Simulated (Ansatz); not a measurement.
# AlSiH2+ (triplet): the correlation ladder, def2-TZVPP

One table from this session's results is given with a row withheld; the runs are named, their logs left out.

Program: Ansatz 0.2.0, Gaussian basis. Level of theory: def2-TZVPP, core rule «outside noble gas», up to 10 orbitals frozen. These are calculated values, not measurements.

To be run: UHF; ROHF; CCSD(T) on UHF.

### The geometry

The geometry is a PBE0/def2-TZVP stationary point (not a proven minimum) of the parent state, kept for this charge and spin.

4 atoms, charge 1, spin multiplicity 3.

Atoms are counted from 1 here; the program's logs count them from 0.

Bond lengths: Si1–Al2 2.409 Å, Al2–H3 1.583 Å, Al2–H4 1.583 Å. Angles: Si1–Al2–H3 117.4°, Si1–Al2–H4 117.4°, H3–Al2–H4 125.2°.

The first run:

The input, in.yaml:

```yaml
crystal:
  periodic: [false, false, false]
  atoms:
    - {symbol: Si, position_ang: [0.000000, 0.000000, 1.249328]}
    - {symbol: Al, position_ang: [0.000000, 0.000000, -1.159384]}
    - {symbol: H, position_ang: [0.000000, 1.405470, -1.888034]}
    - {symbol: H, position_ang: [0.000000, -1.405470, -1.888034]}
basis:
  gaussian: {orbitals: def2-TZVPP}
total_charge: 1
magnetization: {spin_polarized: true, initial_magnetization: 2}
hamiltonian: {xc: hf}
output: {orbitals: {seedname: orbitals}}
```

The run is started by

```bash
$ ansatz run in.yaml --threads 1 --pin off --events-out ev --progress --plain --max-ram 2816MiB --backend cpu
```

Steps of the session up to this table: UHF; ROHF; CCSD(T) on UHF.

One table of the session follows, with a row left open; its other results are not shown here.

It belongs to the step «Misses and costs». 

```
  method  from UCCSD(T) (kJ/mol)
    ROHF                       ?
     UHF                  +431.5
    UMP2                  +104.0
   UCCSD                   +13.3
UCCSD(T)                       0
```

Q: Estimate the row for ROHF from the others.

As computed: from UCCSD(T) (kJ/mol): +443.2. In the column «from UCCSD(T) (kJ/mol)» it is the highest.
